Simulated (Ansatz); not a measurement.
**CF (quartet): the correlation ladder at distance C1–F2 = 1.181 Å, 6-31G**

Aim: climb from Hartree-Fock through coupled cluster and multireference methods for CF (quartet) at one geometry and basis, and see what each rung misses.

The runs use Ansatz 0.2.0, Gaussian basis; 6-31G, core rule «outside noble gas», up to 2 orbitals frozen.

The runs, in order: UHF; CCSD(T) on ROHF; CCSD(T) on UHF; BCCD(T) on ROHF; CISD; CCSDT(Q) on ROHF; CCSDT(Q) on UHF; CISDTQ; CCSDTQ on ROHF; CCSDTQ on UHF; CASSCF and MRCISD+Q, 5 electrons in 5 orbitals; CASSCF and NEVPT2, 5 electrons in 5 orbitals; CASSCF and MRCISD+Q, 11 electrons in 8 orbitals; CASSCF and NEVPT4(SD), 11 electrons in 8 orbitals; CASSCF and NEVPT2, 11 electrons in 8 orbitals; Full CI.

18 further runs of the same task are left out: 14 that didn't finish, 4 set aside as unsound or not needed.

## Step 1: What is computed

The geometry derives from a PBE0/def2-TZVP stationary point (not a proven minimum). One bond is set to the value named and the two fragments are kept rigid.

2 atoms, charge 0, spin multiplicity 4.

Atoms are counted from 1 here; the program's logs count them from 0.

Bond lengths: C1–F2 1.181 Å.

## Step 2: UHF

in.yaml

```yaml
crystal:
  periodic: [false, false, false]
  atoms:
    - {symbol: C, position_ang: [0.000000, 0.000000, 0.000000]}
    - {symbol: F, position_ang: [0.000000, 0.000000, 1.181000]}
basis:
  gaussian: {orbitals: 6-31G}
magnetization: {spin_polarized: true, initial_magnetization: 3}
hamiltonian: {xc: hf}
output: {orbitals: {seedname: orbitals}}
```

Run with:

```
> ansatz run in.yaml --threads 1 --pin off --events-out ev --progress --plain --max-ram 2393MiB
```

Further steps of the session: CCSD(T) on ROHF; CCSD(T) on UHF; BCCD(T) on ROHF; CISD; CCSDT(Q) on ROHF; CCSDT(Q) on UHF; CISDTQ; CCSDTQ on ROHF; CCSDTQ on UHF; CASSCF and MRCISD+Q, 5 electrons in 5 orbitals; CASSCF and NEVPT2, 5 electrons in 5 orbitals; CASSCF and MRCISD+Q, 11 electrons in 8 orbitals; CASSCF and NEVPT4(SD), 11 electrons in 8 orbitals; CASSCF and NEVPT2, 11 electrons in 8 orbitals; Full CI.

Before running them: what should the planned runs give, taken together? Wanted: FCI below the RHF energy; RMP2 from FCI; UMP2 from FCI; RCCSD from FCI; RCCSD(T) from FCI; UCCSD(T) from FCI; RCCSDT(Q) from FCI; UCCSDT(Q) from FCI; NEVPT2 pair from FCI.

**Answer**, as computed:

| quantity | value |
| --- | --- |
| FCI below the RHF energy | -4.1753 eV |
| RMP2 from FCI | +5.35 kcal/mol |
| UMP2 from FCI | +5.11 kcal/mol |
| RCCSD from FCI | +1.46 kcal/mol |
| RCCSD(T) from FCI | +0.32 kcal/mol |
| UCCSD(T) from FCI | +0.31 kcal/mol |
| RCCSDT(Q) from FCI | -0.01 kcal/mol |
| UCCSDT(Q) from FCI | -0.04 kcal/mol |
| NEVPT2 pair from FCI | +4.84 kcal/mol |
| MRCISD+Q pair from FCI | +1.21 kcal/mol |
| NEVPT2 valence from FCI | +11.41 kcal/mol |
| levels within 1 kcal/mol (43 meV) | RCCSD(T), UCCSD(T), BCCD(T), RCCSDT, UCCSDT, CISDTQ, RCCSDT(Q), UCCSDT(Q), RCCSDTQ, UCCSDTQ |
| T1 diagnostic | 0.017 |
| effectively unpaired electrons | 3.01 |

What this shows: RCCSD(T) lands +0.32 kcal/mol from the yardstick (0.3 % of the correlation energy). One determinant dominates. Of the multireference levels listed MRCISD+Q valence comes nearest in total energy (+1.08 kcal/mol), which doesn't show that its space is the better one. These misses are within one basis, not against nature; the frozen cores of restricted and unrestricted runs differ, which can shift their rows.
